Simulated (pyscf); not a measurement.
HN=SiH–NH₂ -> HN=Si: [singlet] + NH₃, a 1,1-elimination (singlet surface; N–Si, H–Si broken, H–N formed). PySCF, gas phase, ωB97X-D3(BJ)/def2-SVP geometries. MP2 and CC: frozen core, UHF for open shells. ΔMP2 is the change of the MP2 total energy from the triple- to the quadruple-zeta basis. Energies in eV from the reactant's lowest minimum found.

AM1 to PM7: differences of heats of formation from MOPAC. 

Task: Quick PM3 single points give ΔE‡ = 2.08 eV and ΔE = +0.90 eV. What does CCSD(T)/def2-TZVPP + ΔMP2(QZVPP) give, and how far is the quick result from it?

Result: CCSD(T)/def2-TZVPP + ΔMP2(QZVPP) gives ΔE‡ = 3.07 eV and ΔE = +0.80 eV. PM3 lies 0.99 eV under it in the barrier and 0.10 eV over it in the reaction energy, so on this step it does not hold to within 0.13 eV. CCSD(T)/def2-TZVPP + ΔMP2(QZVPP) has limits of its own. On the product side the descent ends in a complex (not fully relaxed), 0.23 eV under the separated species and 2.38 eV under the saddle at ωB97X-D3(BJ)/def2-TZVP. At ωB97X-D3(BJ) the barrier from the zero used here is 3.22 eV. HN=SiH–NH₂ lies 0.90 eV over its isomer H₂N–Si:–NH₂ [singlet] (electronic energy, ωB97M-D3(BJ)). One saddle was located; it need not be the lowest between these sides. The CCSD(T) − MP2 part came from Ansatz, without density fitting, on the same reference.
